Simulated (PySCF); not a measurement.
Boron: a sound run and one with changed settings

Sound run: B [He] 2s2 2p1, B+ [He] 2s2. Calculation: PySCF 2.14, in x2c-SVPall; the spin-free X2C one-electron Hamiltonian (Gaussian nucleus). In the sound run the correlated levels freeze 1s2. The sound run starts from symmetry-adapted Hartree-Fock orbitals and uses a fine grid where one is needed.

Changed run: basis STO-3G, all-electron and non-relativistic. This setting is unsound on purpose.

| species | method | sound run (hartree) | changed run (hartree) | converged |
| --- | --- | --- | --- | --- |
| B | UHF | -24.50721 | -24.14899 | yes |
| B | B3LYP | -24.64158 | -24.28153 | yes |
| B | M06-2X | -24.62626 | -24.28109 | yes |
| B | MP2 | -24.54309 | -24.16765 | yes |
| B | CCSD(T) | -24.56496 | -24.18899 | yes |
| B+ | UHF | -24.20870 | -23.94847 | yes |
| B+ | B3LYP | -24.31760 | -24.04926 | yes |
| B+ | M06-2X | -24.31652 | -24.06361 | yes |
| B+ | MP2 | -24.24156 | -23.97788 | yes |
| B+ | CCSD(T) | -24.26798 | -24.00944 | yes |

Ionisation energy of B:

```csv
method,sound run (eV),changed run (eV)
UHF,8.123,5.456
B3LYP,8.816,6.320
M06-2X,8.429,5.918
MP2,8.205,5.164
SCS-MP2,8.167,5.105
CCSD,8.058,4.886
CCSD(T),8.081,4.886
```

A minimal basis cannot let orbitals breathe on ionisation and holds almost no correlation. The Hamiltonian changed with the basis, so the totals do not compare.

For comparison, NIST gives 8.298 eV between the lowest levels.
